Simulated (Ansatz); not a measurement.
# What each rung costs, and what it gives

Saddle point of BNH₅F, closed shell (BNH₄ ([BH2][NH2]) + HF → BH₂F ([BH2][F]) + NH₃ (still joined by a long B–N bond); bonds formed: B1–F6, N2–H5; bonds broken: H5–F6; bonds weakened to dative contacts: B1–N2), PBE0-D4/def2-TZVP structure:

```
8
angstrom
B 0.3525 0.2914 0.5887
N -0.3212 -0.7201 -0.3009
H 1.5448 0.2551 0.6301
H -0.2895 0.7081 1.5044
H -0.3381 0.5044 -0.9707
F 0.0272 1.4832 -0.7115
H -1.2208 -1.0800 -0.0207
H 0.2453 -1.4420 -0.7195
```

Barriers are electronic and count from the start structure reached by relaxing down the imaginary mode.

Program: Ansatz 0.2.0. Basis: as named in each row. Cores are frozen in the correlated methods. B3LYP uses VWN-RPA correlation. Extrapolation: Hartree–Fock as exp(−7.88 √X), correlation as X^−2.97.

Times are rough, for one single point on 2 threads of a shared host (Arm Neoverse V2).

The estimate by CCSD(T) at an estimated basis limit (MP2 extrapolated from triple and quadruple zeta, plus CCSD(T) − MP2 in triple zeta) is 0.727 eV.

```tsv
method	basis	time (s)	barrier (eV)	method less estimate
HF	STO-3G	under 1	0.104	-0.623
PBE-D4	STO-3G	under 1	-1.486	-2.213
SPW92	def2-SVP	under 1	-0.163	-0.889
B3LYP-D4	6-31G	under 1	0.286	-0.441
PBE-D4	def2-SVP	under 1	0.162	-0.564
PBE0-D4	def2-SVP	under 1	0.324	-0.402
SPW92	def2-TZVPP	under 1	0.202	-0.525
CCSD(T)	def2-SVP	1	0.577	-0.149
PBE-D4	def2-TZVPP	1	0.498	-0.229
BLYP-D4	def2-TZVPP	1	0.654	-0.073
PBE0-D4	def2-TZVPP	1	0.592	-0.134
B3LYP-D4	def2-TZVPP	1	0.704	-0.022
BHLYP-D4	def2-TZVPP	1	0.800	0.073
CAM-B3LYP-D4	def2-TZVPP	2	0.652	-0.075
wB97M-V	def2-SVP	2	0.320	-0.406
r2SCAN-D4	def2-TZVPP	2	0.536	-0.191
B2PLYP	def2-TZVPP	2	0.702	-0.025
PBE-QIDH	def2-TZVPP	2	0.638	-0.089
r2SCAN0-D4	def2-TZVPP	2	0.610	-0.117
RPA on PBE	def2-TZVPP	3	0.670	-0.056
wB97X-V	def2-TZVPP	4	0.626	-0.101
wB97M-V	def2-TZVPP	4	0.626	-0.101
B97M-V	def2-TZVPP	5	0.687	-0.040
MP2	def2-QZVPP	8	0.679	-0.047
CCSD(T)	def2-TZVPP	21	0.691	-0.035
```

All methods are single points on the PBE0-D4 structures; a negative value means that the method puts the saddle structure below the start.

The T1 diagnostic stays at or below 0.013.

Steps of this kind, hydrogen fluoride cutting a network bond, underlie vapour etching and the fluorination step of atomic layer etching.

Labels in which every atom is bracketed show which atoms are joined, not bond orders.
